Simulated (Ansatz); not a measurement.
Results of the Gaussian-basis code of Ansatz.

A structure relaxed at PBE0-D4/def2-TZVP, charge 0, multiplicity 1:

Cartesian coordinates in Å:
```
F 0.4027 -0.4124 -1.6615
C 0.5286 -0.1454 -0.3749
Cl 2.1141 -0.2059 0.2162
C -0.5285 0.1456 0.3749
F -0.4027 0.4123 1.6615
Cl -2.1141 0.2058 -0.2162
```

Problem. Give its formula and SMILES.

Solution. C2Cl2F2, `F/C(Cl)=C(/F)Cl`.

Problem. Point group (tolerance 0.08 Å, 0.16 Å for H)?

Solution. C2h.

Problem. Summarise the bond lengths by kind.

Solution. 2 × C–F 1.320 Å; 2 × C–Cl 1.693 Å; 1 × C–C 1.328 Å.
